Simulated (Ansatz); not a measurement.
# P2: the cost of one run

The runs use Ansatz 0.2.0, Gaussian basis; def2-QZVPP, core rule «outside noble gas», up to 10 orbitals frozen.

Plan: UHF; ROHF; CCSD(T) on UHF.

## (1) The system

The geometry is a PBE0/def2-TZVP stationary point (not a proven minimum) of the parent state, kept for this charge and spin.

2 atoms, charge 1, spin multiplicity 4.

Atoms are counted from 1 here; the program's logs count them from 0.

Bond lengths: P1–P2 1.966 Å.

## (2) UHF

in.yaml

```yaml
crystal:
  periodic: [false, false, false]
  atoms:
    - {symbol: P, position_ang: [0.000000, 0.000000, 0.000000]}
    - {symbol: P, position_ang: [0.000000, 0.000000, 1.965600]}
basis:
  gaussian: {orbitals: "def2-QZVPP.json"}
total_charge: 1
magnetization: {spin_polarized: true, initial_magnetization: 3}
hamiltonian: {xc: hf}
output: {orbitals: {seedname: orbitals}}
```

On the command line:

```sh
> ansatz run in.yaml --threads 1 --pin off --events-out ev --progress --plain --max-ram 2393MiB
```

What time and memory should one allow on 1 thread of Arm Neoverse V2, shared host?

About 14 s, with a peak of 0.31 GiB.
